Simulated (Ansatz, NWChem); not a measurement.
## Predicting a hybrid from its neighbours: SiH2Cl2 (dichlorosilane (DCS))

The species is SiH2Cl2 (5 atoms), meant as a singlet with charge 0. SMILES: `Cl[SiH2]Cl`. Geometry: relaxed at PBE0-D4/def2-TZVP.

The electronic atomisation energy y, in eV, basis 6-311+G(d,p); a is the functional's share of exact exchange. Programs: Ansatz 0.2.0, NWChem 7.3.0.

```
functional  program     a  y (eV)
    r2SCAN   Ansatz     0   15.02
      TPSS   NWChem     0   15.05
     B3LYP   Ansatz   0.2   14.49
      PBE0   Ansatz  0.25   14.70
   r2SCAN0   Ansatz  0.25       ?
     BHLYP   Ansatz   0.5   14.35
```

Task: Fit y = c + s·a to the known rows and predict r2SCAN0.

Result: 
1. Means of the 5 rows: a = 0.1900, y = 14.722.
2. Σ(Δa)² = 0.172, Σ(Δa·Δy) = -0.2379, so the slope is -0.2379/0.172 = -1.3831.
3. Intercept: 14.722 − (-1.3831) × 0.1900 = 14.985. The largest residual of the fit is 0.22.
4. r2SCAN0: 14.985 + (-1.3831) × 0.25 = 14.64 eV.

The run gave 14.84 eV, so the prediction is off by -0.20 eV, within the largest residual.
